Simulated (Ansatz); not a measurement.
H2Al(BH4) (AlBH₆). The state is a singlet with charge 0. Geometry PBE0-D4/def2-TZVP, basis def2-TZVP, Ansatz.

```xyz
8

Al   -0.109    0.062   -1.131
H    -1.006    0.018    0.376
B     0.098   -0.056    1.020
H     1.060   -0.025    0.175
H    -0.141    1.504   -1.763
H    -0.212   -1.310   -1.896
H     0.127   -1.131    1.542
H     0.183    0.938    1.678
```

| run | HOMO (eV) | LUMO (eV) |
| --- | --- | --- |
| A | -7.52 | -2.11 |
| B | -10.09 | -0.47 |
| C | -8.42 | -1.68 |
| D | -7.92 | -1.95 |
| E | -7.46 | -1.97 |
| F | -7.85 | -1.73 |

HSE06 is defined as in plane-wave codes, on full-range PBE exchange.

The runs used B97M-V, BHLYP, BLYP, HSE06, PBE, r2SCAN. Estimate which is which.

A PBE (0 % exact exchange); B BHLYP (50 % exact exchange); C HSE06 (range-separated); D B97M-V (0 % exact exchange); E BLYP (0 % exact exchange); F r2SCAN (0 % exact exchange). Exact exchange lowers occupied and raises empty levels; among semilocal functionals meta-GGAs tend to open the gap a little, and such runs are hard to tell apart. The gap grows from 5.41 eV (PBE) to 9.62 eV (BHLYP).
